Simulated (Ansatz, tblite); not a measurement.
**The cluster BN₂−: rung by rung**

Aim: run the singlet of the cluster BN₂− at one geometry on many levels, and compare frontier levels, spin and run time.

Computed with Ansatz 0.2.0, Gaussian basis. Level: as each input shows.

Levels to be run: GFN1-xTB, GFN2-xTB, PBE-D4/def2-TZVPD, r2SCAN-D4/def2-TZVPD, PBE-QIDH/def2-TZVPD, r2SCAN0-D4/def2-TZVPD, ωB97M-V/def2-TZVPD, BLYP-D4/def2-TZVPD, revPBE-D4/def2-TZVPD, PBE-D4/def2-SVPD, PBE0-D4/def2-SVPD, HF/STO-3G, HF/6-31G, B3LYP-D4/6-31G, CCSD(T)/def2-TZVPPD, MP2/def2-TZVPD, RPA/def2-TZVPD.

## 1. The structure

The singlet was relaxed beforehand with PBE0-D4/def2-TZVPD. At that level it is the lowest of the isomers that a small search found.

3 atoms, charge -1, spin multiplicity 1.

Bond lengths: B1–N2 1.490 Å, B1–N3 1.490 Å, N2–N3 1.263 Å. Angles: N2–B1–N3 50.2°, B1–N2–N3 64.9°, B1–N3–N2 64.9°.

The ion is computed in the gas phase, without counter-ions or solvent.

PBE0-D4/def2-TZVPD was run before; its log isn't repeated, and its numbers join the tables.

## 2. GFN1-xTB

Tight binding, by tblite at 300 K electronic temperature and without a spin-polarisation term:

```python
tblite.interface.Calculator('GFN1-xTB', numbers, positions, charge=-1, uhf=0).singlepoint()
```

Energy -213.4563 eV, HOMO -2.63 eV, LUMO -0.55 eV; 0.001 s.

## 3. GFN2-xTB

Tight binding, by tblite at 300 K electronic temperature and without a spin-polarisation term:

```python
tblite.interface.Calculator('GFN2-xTB', numbers, positions, charge=-1, uhf=0).singlepoint()
```

Energy -191.5579 eV, HOMO 0.79 eV, LUMO 0.90 eV; 0.001 s.

## 4. PBE-D4/def2-TZVPD

start.molden holds the orbitals of an earlier run on this state, given as this run's starting guess.

Input file in.yaml:

```yaml
crystal:
  periodic: [false, false, false]
  atoms:
    - {symbol: B, position_ang: [0.897414, 0.064643, 0.011755]}
    - {symbol: N, position_ang: [-0.403090, -0.662031, -0.025569]}
    - {symbol: N, position_ang: [-0.494324, 0.597388, 0.013804]}
basis:
  gaussian: {orbitals: def2-TZVPD, initial_orbitals: start.molden}
total_charge: -1
hamiltonian: {xc: pbe, dispersion: d4}
scf: {omitted_lower_state_checks: [starts]}
output: {orbitals: {seedname: orbitals}}
```

Started as:

```
> ansatz run in.yaml --threads 4 --pin off --events-out ev --progress --plain --max-ram 3916MiB
```

The runs that follow: r2SCAN-D4/def2-TZVPD; PBE-QIDH/def2-TZVPD; r2SCAN0-D4/def2-TZVPD; ωB97M-V/def2-TZVPD; BLYP-D4/def2-TZVPD; revPBE-D4/def2-TZVPD; PBE-D4/def2-SVPD; PBE0-D4/def2-SVPD; HF/STO-3G; HF/6-31G; B3LYP-D4/6-31G; CCSD(T)/def2-TZVPPD; MP2/def2-TZVPD; RPA/def2-TZVPD.

**Question.** What will the summary of the whole plan be? Wanted: gap in def2-TZVPD, named functionals, smallest and largest; correlation energy, CCSD(T)/def2-TZVPPD; correlation energy, MP2/def2-TZVPD; PBE0 total energy, smallest basis above largest.

The runs gave:

```
                                                  quantity                                value
gap in def2-TZVPD, named functionals, smallest and largest  1.49 eV (PBE-D4), 7.02 eV (ωB97M-V)
                   correlation energy, CCSD(T)/def2-TZVPPD                            -14.01 eV
                        correlation energy, MP2/def2-TZVPD                            -13.05 eV
           PBE0 total energy, smallest basis above largest      4.03 eV (def2-SVPD, def2-TZVPD)
```

What this shows: Over the named functionals in def2-TZVPD the gap runs from 1.49 eV (PBE-D4) to 7.02 eV (ωB97M-V); exact exchange widens it. PBE-D4, revPBE-D4, BLYP-D4, r2SCAN-D4, PBE0-D4, r2SCAN0-D4 put the HOMO above zero; others here keep it below zero, so the sign hangs on the functional's self-interaction and doesn't show that the species is unbound.
